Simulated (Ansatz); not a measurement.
Born–Oppenheimer molecular dynamics of CH3LiO (6 atoms, charge 0, multiplicity 1). It goes on from the last frame of an earlier run, with new velocities.

Theory: UKS PBE0-D4/6-31G in Ansatz.

```json
{"ensemble": "NVT, Nosé–Hoover chain", "time step": "1 fs", "steps asked": "266", "set temperature": "700 K", "thermostat": "time constant 100 fs, chain length 3 (defaults)", "seed": "526387"}
```

First frame:

```xyz
6
Properties=species:S:1:pos:R:3
Li 0.092 -1.462 -1.144
O -0.255 0.111 -0.646
C 0.144 0.848 0.440
H -0.195 1.878 0.444
H -0.424 0.534 1.355
H 1.211 0.774 0.686
```

Task: How far do the bonds stretch over the last three quarters of this one trajectory? (Pairs bonded in most of those frames.)

Result: 
```csv
bond,mean (Å),spread (Å),shortest,longest
Li1–O2,1.621,0.035,1.56,1.70
O2–C3,1.411,0.035,1.34,1.47
C3–H4,1.111,0.027,1.05,1.18
C3–H5,1.111,0.032,1.04,1.18
C3–H6,1.114,0.046,1.00,1.23
```

Mean temperature of the second half: 645 K. The conserved energy stayed within 2.8 meV per atom of its start (net change 0.89 meV per atom), so the integration is sound. A run of 0.27 ps of so small a system gives no equilibrium averages. Limits of this set-up: no polarisation functions.

Run time: 10 min on 1 thread of Intel(R) Xeon(R) Platinum 8259CL CPU @ 2.50GHz (Skylake/Cascade Lake), with other jobs on the host, peak memory 0.13 GiB.
